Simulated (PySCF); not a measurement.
Coordinates in bohr (charge 0 multiplicity 2):
```
P     0.0000    0.0000    0.2703
O     0.0000    0.0000    3.0471
O     2.2805   -0.5050   -1.7306
O    -2.2805    0.5050   -1.7306
H     3.8570   -0.8541   -0.8691
H    -3.8570    0.8541   -0.8691
```

Level of theory: UPBE0 in PySCF with P def2-TZVP, O def2-TZVP, H def2-TZVP; no relativity; density-fitted integrals.

This geometry of PO(OH)2 is a stationary point at this level.

(1) What is the point group?

(2) Is it a minimum?

(3) Which band is strongest in the infrared?

(4) Give the atomic charges and bond orders.

## Answers

(1) C2v.

(2) No: it has 2 imaginary modes, at 1287i cm⁻¹ (b1), 217i cm⁻¹ (b2).

(3) 757 cm⁻¹ (b2), 380 km/mol.

(4) 
```csv
atom,Mulliken,Löwdin,polar tensor,spin (Mulliken),Mayer order to P1
P1,0.40,0.22,0.12,0.92,–
O2,-0.32,-0.23,-0.03,-0.04,1.86
"O3,4",-0.35,-0.14,-0.34,0.02,1.01
"H5,6",0.31,0.15,0.30,0.04,0.10
```
Other Mayer orders above 0.3: O–H 0.85 (×2).

This need not be the most stable arrangement of these atoms. At this level a doublet minimum of Cs symmetry lies 161 kJ/mol below this structure.
